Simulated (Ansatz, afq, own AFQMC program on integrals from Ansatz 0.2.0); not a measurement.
## Where AFQMC and coupled cluster stand for SiH, doublet

```xyz
2

Si    0.0000    0.0000    0.0000
H     0.0000    0.0000    2.4870
```

Basis cc-pVTZ. Noble-gas cores (and the filled d shells of Ga–Kr and In–Xe) are frozen. AFQMC by an in-house program on the Cholesky factors that Ansatz 0.2.0 writes for its CCSD(T) run. ph-AFQMC/CISD is guided by a CISD state made of CCSD amplitudes; releasing the constraint for a short imaginary time cuts its bias at the price of noise, slowly where states lie close. Uncertainties: one standard error, sampling alone.

Determinant: ROHF, the one that the program's search chose, which needn't be the lowest solution. The geometry is a point of a scan.

Full CI on the same integrals is exact in this basis and with this determinant's frozen core.

Cautions: a spin-contaminated unrestricted determinant lies lower (UHF 664 meV lower, ⟨S²⟩ 1.43); strong correlation (T1 0.051, weight of the determinant 0.85, largest double 0.25); the released energies have errors that jump between times, so the bars are unsure, so no released level is given (meV from the phaseless value at times in 1/Eh: -3 ± 3 at 0.24, -12 ± 3 at 0.51, 44 ± 61 at 0.99, -21.5 ± 1.6 at 1.62, -29.3 ± 2.5 at 2.40).

* T1 diagnostic: 0.0505
* weight of the determinant in the CISD state: 0.845
* size of the correlated space: 5 electrons in 43 orbitals

Reference: full CI, correlation energy -3.548 eV.

```json
{"level": "HF", "E − E(reference) (kcal/mol)": "81.82", "share of correlation (%)": "0.00"}
{"level": "MP2", "E − E(reference) (kcal/mol)": "25.24", "share of correlation (%)": "69.15"}
{"level": "CCSD", "E − E(reference) (kcal/mol)": "4.69", "share of correlation (%)": "94.26"}
{"level": "CCSD(T)", "E − E(reference) (kcal/mol)": "1.07", "share of correlation (%)": "98.69"}
{"level": "CCSDT", "E − E(reference) (kcal/mol)": "0.18", "share of correlation (%)": "99.78"}
{"level": "CCSDT(Q)", "E − E(reference) (kcal/mol)": "0.03", "share of correlation (%)": "99.97"}
{"level": "CCSDTQ", "E − E(reference) (kcal/mol)": "0.00", "share of correlation (%)": "100.00"}
{"level": "ph-AFQMC/HF", "E − E(reference) (kcal/mol)": "5.25 ± 0.64", "share of correlation (%)": "93.58"}
{"level": "ph-AFQMC/CISD", "E − E(reference) (kcal/mol)": "1.07 ± 0.08", "share of correlation (%)": "98.70"}
```

CCSDT and higher add their correlation energy to the determinant of the CCSD(T) run, since their own runs factorise the integrals more tightly (a shift of under 2 meV). A walk keeps the symmetry of its determinant, which the program's search chose and which needn't be the lowest solution, so a lower state of the same spin and another symmetry isn't excluded.
